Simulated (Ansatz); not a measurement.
C2H7P (dimethylphosphine): entropy by statistical mechanics

A singlet with charge 0, relaxed at PBE0-D4/def2-TZVP (Ansatz 0.2.0):

```xyz
10

C    -0.9399    0.5628   -0.9122
P     0.6417    0.8520   -0.0101
C     0.6499   -0.6107    1.1122
H    -1.0452   -0.4618   -1.2747
H    -1.0035    1.2489   -1.7590
H    -1.7736    0.7871   -0.2430
H     1.5091    0.3168   -1.0014
H    -0.0908   -0.4549    1.8998
H     1.6274   -0.6932    1.5911
H     0.4248   -1.5469    0.5974
```

Harmonic wavenumbers in cm⁻¹: 187, 195, 257, 673, 710, 721, 736, 824, 962, 1008, 1027, 1304, 1320, 1452, 1458, 1466, 1467, 2382, 3048, 3050, 3134, 3135, 3141, 3142.

Masses in u: C 12.011, P 30.974, H 1.008. Take T = 298.15 K, p = 1 bar, R = 8.3145 J/(mol K), kT/hc = 207.22 cm⁻¹, rigid rotor and harmonic oscillator.

Question: Work out S° at 298 K.

Answer: 
1. Translation (Sackur–Tetrode): S = R[3/2 ln M + 5/2 ln T − 1.1517] with M = 62.052 gives 160.3 J/(mol K).
2. Rotation: principal moments 31.145, 72.103, 93.191 u Å² give A, B, C = 0.5413, 0.2338, 0.1809 cm⁻¹; the symmetry number is σ = 1; q = (√π/σ)√((kT/hc)³/ABC) = 34943; S = R(ln q + 3/2) = 99.5.
3. Vibration: with u = ν̃/207.22, each mode gives R[u/(eᵘ − 1) − ln(1 − e⁻ᵘ)]; the sum is 33.0, most from 187 cm⁻¹ (9.4), 195 cm⁻¹ (9.1), 257 cm⁻¹ (7.0).
4. Electronic: R ln 1 = 0.0, from the spin multiplicity alone.
5. Sum: 160.3 + 99.5 + 33.0 + 0.0 = 292.8 J/(mol K).

No measured value is set beside it here. Where a soft mode is a torsion, a harmonic oscillator describes it poorly.
